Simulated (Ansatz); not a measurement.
Two shapes of singlet C4H10.

Shape 1:

```xyz
14

C     0.0000    0.0000    0.0000
C     0.0000    0.8556    1.2684
C     0.0000    0.0000    2.5368
C     0.0000    0.8556    3.8053
H     0.0000    0.6484   -0.8762
H     0.8898   -0.6294   -0.0144
H    -0.8898   -0.6294   -0.0144
H    -0.8818    1.4963    1.2684
H     0.8818    1.4963    1.2684
H     0.8818   -0.6407    2.5368
H    -0.8818   -0.6407    2.5368
H     0.0000    0.2072    4.6815
H     0.8898    1.4849    3.8197
H    -0.8898    1.4849    3.8197
```

Shape 2:

```xyz
14

C    -0.0482   -0.0073   -0.0109
C    -0.0075    0.8079    1.2554
C    -0.0392    0.0065    2.5065
C    -0.0197    0.8678    3.7610
H     0.0443    0.6281   -0.8873
H     0.9053   -0.6670   -0.0434
H    -0.8796   -0.6595    0.0242
H    -0.9237    1.5120    1.2907
H     0.8323    1.5013    1.2729
H     0.9183   -0.6407    2.5026
H    -0.8820   -0.6694    2.5778
H     0.0329    0.2245    4.6480
H     0.8929    1.5344    3.8128
H    -0.8451    1.4707    3.8369
```

Basis set: cc-pVDZ (spherical functions). Correlated methods keep 4 orbitals frozen. Charge 0, multiplicity 1.

Computed with Ansatz (development build ahead of 0.2.0); each method stands on the lowest determinant of its kind that the runs found.

Which shape is lower in energy, and by how much in each method?

| method | E(2) − E(1) (eV) |
| --- | --- |
| RHF | 0.429 |
| RHF-MP2 | 0.385 |

Shape 1 is lower.
